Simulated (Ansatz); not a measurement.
**A cut through the energy surface**

BSiH3F (SMILES B[SiH-]F) (charge -1), closed shell, at its PBE0-D4/def2-TZVPD minimum:

```xyz
6
angstrom
B 0.3447 -0.4857 -0.8595
Si -0.3328 0.3744 0.6228
F -0.0912 1.9525 1.0555
H 0.0590 -1.6612 -0.9101
H 0.8739 0.0504 -1.8009
H -0.8536 -0.2304 1.8922
```

The angle H5–B1–Si2 (125.6° at the minimum) is set to the values below, H5, with anything bonded beyond it, turning rigidly in the plane of the angle. Each method's energies count from its own value at the PBE0-D4 minimum structure. Ansatz 0.2.0; basis: def2-TZVPPD; cores frozen in the correlated methods. B3LYP uses VWN-RPA correlation.

| angle (°) | CCSD(T) (eV) | PBE0-D4 (eV) | PBE-D4 (eV) | wB97M-V (eV) |
| --- | --- | --- | --- | --- |
| 101.6 | 0.298 | 0.287 | 0.268 | 0.292 |
| 107.6 | 0.169 | 0.162 | 0.151 | 0.165 |
| 113.6 | 0.075 | 0.072 | 0.067 | 0.073 |
| 119.6 | 0.019 | 0.018 | 0.016 | 0.018 |
| 125.6 | 0.000 | 0.000 | 0.000 | 0.000 |
| 131.6 | 0.019 | 0.019 | 0.018 | 0.019 |
| 137.6 | 0.078 | 0.074 | 0.070 | 0.075 |
| 143.6 | 0.175 | 0.167 | 0.158 | 0.170 |
| 149.6 | 0.311 | 0.297 | 0.280 | 0.302 |

Largest difference from the CCSD(T) curve over the scan: r2SCAN-D4 0.022; B3LYP-D4 0.006; HF 0.082; MP2 0.009 eV. Each curve counts from its own value at the minimum.

T1 diagnostic: at most 0.018. The restricted Hartree–Fock reference is unstable towards an unrestricted one here.

For scale, one of the runs: CCSD(T)/def2-TZVPPD, 176 basis functions (an equivalent command: `ansatz run in.yaml --threads 2`). Hardware: 2 CPU threads, shared host. Wall time 19 s; peak host memory 1.6 GiB.
